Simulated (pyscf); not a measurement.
Four-centre exchange: H₃C–N(CH₃)–AlH₂ + water (H₂O) → H₃C–N(CH₃)–AlH–OH + hydrogen (H₂)

Gas phase, singlet surface, charge 0. Bonds broken: Al4–H11, O13–H14. Bonds formed: Al4–O13, H11–H14. PySCF, gas phase, ωB97X-D3(BJ)/def2-SVP geometries.

Transition state (Å):

```xyz
15

C      0.9915     1.1744     0.9663
N     -0.1306     0.9308     0.0881
C     -0.9979     2.0814    -0.0531
Al    -0.3684    -0.5932    -0.8192
H      1.6388     0.2833     1.0360
H      1.6293     2.0105     0.6132
H      0.6687     1.4281     1.9971
H     -0.4623     2.9606    -0.4659
H     -1.4326     2.3940     0.9182
H     -1.8366     1.8563    -0.7321
H      1.1455    -1.1750    -1.6035
H     -1.6328    -0.7938    -1.7401
O      0.2246    -2.0982     0.1367
H      1.0057    -1.8093    -0.7588
H      0.5620    -2.0618     1.0408
```

One imaginary mode, 1270i cm⁻¹; descent along it reached the two sides named, in the forms told below.

| bond | change | reactant side (Å) | saddle | product side |
|---|---|---|---|---|
| Al4–H11 | breaks | 1.597 | 1.802 | 2.7 |
| O13–H14 | breaks | 0.967 | 1.223 | 2.6 |
| Al4–O13 | forms | 2.028 | 1.879 | 1.709 |
| H11–H14 | forms | 2.9 | 1.066 | 0.762 |

Electronic energies relative to the separated reactants (kJ/mol):

```json
[
 {"level": "ωB97X-D3(BJ)/def2-TZVP", "barrier": "-8.7", "reaction energy": "-117.0", "reverse barrier": "108.3"},
 {"level": "PBE/def2-TZVP", "barrier": "-17.5", "reaction energy": "-109.7", "reverse barrier": "92.2"},
 {"level": "r²SCAN/def2-TZVP", "barrier": "-24.1", "reaction energy": "-122.6", "reverse barrier": "98.5"},
 {"level": "B3LYP-D3(BJ)/def2-TZVP", "barrier": "-8.1", "reaction energy": "-118.6", "reverse barrier": "110.5"},
 {"level": "PBE0-D3(BJ)/def2-TZVP", "barrier": "-14.8", "reaction energy": "-109.9", "reverse barrier": "95.1"},
 {"level": "M06-2X/def2-TZVP", "barrier": "-12.1", "reaction energy": "-130.4", "reverse barrier": "118.3"},
 {"level": "ωB97M-D3(BJ)/def2-TZVP", "barrier": "-5.5", "reaction energy": "-115.3", "reverse barrier": "109.9"},
 {"level": "HF/def2-TZVP", "barrier": "50.4", "reaction energy": "-107.6", "reverse barrier": "158.0"}
]
```

With ωB97M-D3(BJ)/def2-TZVP energies and thermal terms (ideal gas, 1 atm, RRHO with modes under 100 cm⁻¹ raised to 100, one conformer, R ln 2 for rigid chiral ones), in kJ/mol:

| T (K) | ΔH‡ | ΔG‡ | ΔH | ΔG |
|---|---|---|---|---|
| 298 | -11.5 | 31.0 | -125.0 | -119.7 |
| 600 | -11.2 | 74.2 | -120.3 | -116.2 |
| 900 | -8.7 | 116.5 | -116.5 | -115.0 |
| 1200 | -5.3 | 157.7 | -113.7 | -115.0 |

On the reactant side the descent ends in an adduct with a Al–O contact, 71.9 kJ/mol under the separated species and 63.2 kJ/mol under the saddle at ωB97X-D3(BJ)/def2-TZVP. At ωB97X-D3(BJ), PBE, r²SCAN, B3LYP-D3(BJ), PBE0-D3(BJ), M06-2X, ωB97M-D3(BJ) the saddle lies under the separated reactants, which points to a path from their complex (located at ωB97X-D3(BJ) alone). What is counted as formed (Al–O) is already present as a longer contact in the reactant adduct; forming that adduct is a step of its own. At the saddle there is also a short Al–H contact that neither side keeps. H₃C–N(CH₃)–AlH₂ lies 154.1 kJ/mol over its isomer H₃C–Al(CH₃)–NH₂, and others may lie lower still (electronic energy, ωB97M-D3(BJ)). One saddle was located; it need not be the lowest between these sides.
